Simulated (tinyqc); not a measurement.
Orbital energy against energy difference: ionisation energy by orbital energies and by energy differences in the 6-31g* basis, for LiH, spin multiplicity 1. Computed by the program tinyqc with PySCF. 

Geometry (angstrom):

| atom | x | y | z |
|---|---|---|---|
| Li | 0.0000 | 0.0000 | 0.0000 |
| H | 0.0000 | 0.0000 | 1.5370 |

CCSD(T) difference in the same basis = 7.7269 eV

IP-EOM-CCSD = 7.7268 eV

The cation is unrestricted; errors are against CCSD(T) in this basis, not against experiment.

First vertical ionisation energy (eV):

| method | -e(HOMO) | E(cation) - E | error of -e(HOMO) | error of the difference |
|---|---|---|---|---|
| HF | 8.256 | 7.13234 | 0.529 | -0.595 |
| LDA | 4.443 | 8.33046 | -3.284 | 0.604 |
| PBE | 4.438 | 8.17624 | -3.289 | 0.449 |
| B3LYP | 5.386 | 8.41507 | -2.341 | 0.688 |
| PBE0 | 5.518 | 8.13362 | -2.209 | 0.407 |
| CAM-B3LYP | 6.935 | 8.39662 | -0.792 | 0.670 |
| LC-wPBE | 8.245 | 8.21072 | 0.518 | 0.484 |

Koopmans errs by +0.53 eV and Delta-HF by -0.59 eV: relaxation, 1.12 eV, lowers the value and the missing correlation difference works against it. The PBE level is off by -3.3 eV through the wrong tail of its potential, though its energy difference is off by +0.45 eV; exact exchange deepens the level, and among the orbital energies LC-wPBE comes closest; among the differences PBE0 does.
